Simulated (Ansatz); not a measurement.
**CH₆OSi: a ladder of functionals and wavefunction methods**

One table from this session's results is given with a row withheld; the runs are named, their logs left out.

Method: functionals in def2-TZVPP, the program's frozen cores in correlated methods; program: Ansatz 0.2.0, Gaussian basis.

The runs, in order: LDA (SPW92), PBE-D4, revPBE-D4, BLYP-D4, r2SCAN-D4, B97M-V, PBE0-D4, B3LYP-D4, r2SCANh-D4, r2SCAN0-D4, HSE06-D4, BHLYP-D4, CAM-B3LYP-D4, LC-ωPBE, ωB97X-V, ωB97M-V, B2PLYP, PBE-QIDH; CCSD(T)/def2-SVP; CCSD(T)/def2-TZVPP; MP2/def2-QZVPP; extrapolation to the limit; RPA on PBE.

1 further run of the same task is left out (it didn't finish).

**Structure used throughout**

An earlier PBE0-D4 in a triple-zeta def2 set relaxation fixed the geometry.

SMILES `CO[SiH3]`, 9 atoms, charge 0, spin multiplicity 1.

Atoms are counted from 1 here; the program's logs count them from 0.

Bond lengths: C1–O2 1.408 Å, C1–H4 1.096 Å, C1–H5 1.091 Å, C1–H6 1.096 Å, O2–Si3 1.642 Å, Si3–H7 1.481 Å, Si3–H8 1.490 Å, Si3–H9 1.490 Å. Angles: O2–C1–H4 111.5°, O2–C1–H5 108.3°, O2–C1–H6 111.5°, H4–C1–H5 108.4°, H4–C1–H6 108.5°, H5–C1–H6 108.4°, C1–O2–Si3 122.4°, O2–Si3–H7 106.5°, O2–Si3–H8 110.9°, O2–Si3–H9 110.9°, H7–Si3–H8 110.4°, H7–Si3–H9 110.3°, H8–Si3–H9 107.9°.

As a file:

```xyz
9
CH6OSi
C    -0.4160    1.0124   -0.7997
O     0.6348    0.1320   -0.4778
Si    0.5105   -0.9859    0.7185
H    -1.3143    0.4684   -1.1150
H    -0.0898    1.6478   -1.6246
H    -0.6777    1.6541    0.0500
H     1.7993   -1.7139    0.7491
H    -0.6117   -1.9290    0.4497
H     0.2533   -0.3322    2.0329
```

The first run:

The input, in.yaml:

```yaml
crystal:
  periodic: [false, false, false]
  atoms:
    - {symbol: C, position_ang: [-0.416024, 1.012396, -0.799684]}
    - {symbol: O, position_ang: [0.634774, 0.131975, -0.477790]}
    - {symbol: Si, position_ang: [0.510537, -0.985905, 0.718470]}
    - {symbol: H, position_ang: [-1.314307, 0.468408, -1.115024]}
    - {symbol: H, position_ang: [-0.089800, 1.647799, -1.624617]}
    - {symbol: H, position_ang: [-0.677675, 1.654078, 0.050031]}
    - {symbol: H, position_ang: [1.799339, -1.713902, 0.749064]}
    - {symbol: H, position_ang: [-0.611732, -1.929046, 0.449655]}
    - {symbol: H, position_ang: [0.253290, -0.332201, 2.032894]}
basis:
  gaussian: {orbitals: def2-TZVPP}
hamiltonian: {xc: lda}
output: {orbitals: {seedname: orbitals}}
```

Steps of the session up to this table: LDA; PBE-D4 (GGA); revPBE-D4 (GGA); BLYP-D4 (GGA); r2SCAN-D4 (meta-GGA); B97M-V (meta-GGA); PBE0-D4 (hybrid); B3LYP-D4 (hybrid); r2SCANh-D4 (hybrid); r2SCAN0-D4 (hybrid); HSE06-D4 (hybrid); BHLYP-D4 (hybrid); CAM-B3LYP-D4 (range-separated); LC-ωPBE-D4 (range-separated; the results give it without D4); ωB97X-V (range-separated); ωB97M-V (range-separated); B2PLYP (double hybrid); PBE-QIDH (double hybrid).

One table of the session follows, with a row left open; its other results are not shown here.

It belongs to the step «Frontier levels by functional». 

| functional | HOMO (eV) | gap (eV) |
| --- | --- | --- |
| LDA (SPW92) | -6.75 | 5.90 |
| PBE-D4 | -6.66 | 6.08 |
| revPBE-D4 | -6.63 | 6.16 |
| BLYP-D4 | -6.59 | 6.13 |
| r2SCAN-D4 | -7.00 | 6.88 |
| B97M-V | -7.17 | 6.75 |
| PBE0-D4 | -8.19 | 8.48 |
| B3LYP-D4 | -7.97 | 8.03 |
| r2SCANh-D4 | -7.57 | 7.73 |
| r2SCAN0-D4 | -8.42 | 9.00 |
| HSE06-D4 | -7.78 | 7.70 |
| BHLYP-D4 | -9.66 | 10.79 |
| CAM-B3LYP-D4 | -9.63 | 10.88 |
| LC-ωPBE | ? | ? |
| ωB97X-V | -10.65 | 12.95 |
| ωB97M-V | -10.56 | 12.51 |

Q: Estimate the row for LC-ωPBE from the others.

As computed: HOMO (eV): -10.96; gap (eV): 13.42. In the column «HOMO (eV)» it is the lowest.
